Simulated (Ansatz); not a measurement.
# CdF2: geometry, orbitals and charge

What does CdF2 look like as a singlet, and where do its frontier electrons sit?

Method: RKS PBE0-D4/def2-TZVP; program: Ansatz 0.2.0, Gaussian basis.

The runs, in order: relaxation at PBE0-D4/def2-TZVP; a single point at PBE0-D4/def2-TZVP.

1 further run of the same task is left out (set aside as unsound or not needed). Runs told in other sessions of the task aren't counted.

### Step 1. Starting geometry

3 atoms, charge 0, spin multiplicity 1.

Atoms are counted from 1 here; the program's logs count them from 0.

Bond lengths: Cd1–F2 1.843 Å, Cd1–F3 1.842 Å. Angles: F2–Cd1–F3 178.8°.

Coordinates:

```mol
CdF2
  3D, bonds by distance, orders not assigned

  3  2  0  0  0  0  0  0  0  0999 V2000
   -0.0115   -0.0066   -0.0005 Cd  0  0
   -0.0109   -0.0174    1.8424 F   0  0
    0.0225    0.0240   -1.8419 F   0  0
  1  2  8  0
  1  3  8  0
M  END
```

Cd takes a core potential in the def2 sets. No spin-orbit coupling is included.

The start is a GFN1-xTB geometry.

### Step 2. Optimising with PBE0-D4/def2-TZVP

Input file in.yaml:

```yaml
crystal:
  periodic: [false, false, false]
  atoms:
    - {symbol: Cd, position_ang: [-0.011520, -0.006620, -0.000540]}
    - {symbol: F, position_ang: [-0.010940, -0.017380, 1.842440]}
    - {symbol: F, position_ang: [0.022460, 0.024010, -1.841900]}
basis:
  gaussian: {orbitals: def2-TZVP}
hamiltonian: {xc: pbe0, dispersion: d4}
scf: {omitted_lower_state_checks: [starts]}
output: {orbitals: {seedname: orbitals}}
relax: {f_tol: 0.02, max_steps: 100}
```

Run with:

```bash
> ansatz run in.yaml --threads 4 --pin off --events-out ev --progress --plain --max-ram 3916MiB
```

The runs that follow: Single point, PBE0-D4/def2-TZVP.

Before running them: what should the planned runs give, taken together? Wanted: point group; near neighbours of the metal; HOMO, LUMO at PBE0-D4/def2-TZVP; charge on the metal; dipole at PBE0-D4/def2-TZVP.

**Answer**, as computed:

| quantity | value |
| --- | --- |
| point group | D∞h |
| near neighbours of the metal | F 1.92, F 1.92 Å |
| HOMO, LUMO at PBE0-D4/def2-TZVP | -10.07, -2.40 eV |
| charge on the metal (Mulliken, PBE0-D4/def2-TZVP) | +1.11 e |
| dipole at PBE0-D4/def2-TZVP | 0.00 D |

In words: The molecule keeps its bonding pattern by the stored test; the atoms moved 0.07 Å (rms). No usable vibrations, so a minimum isn't proven.
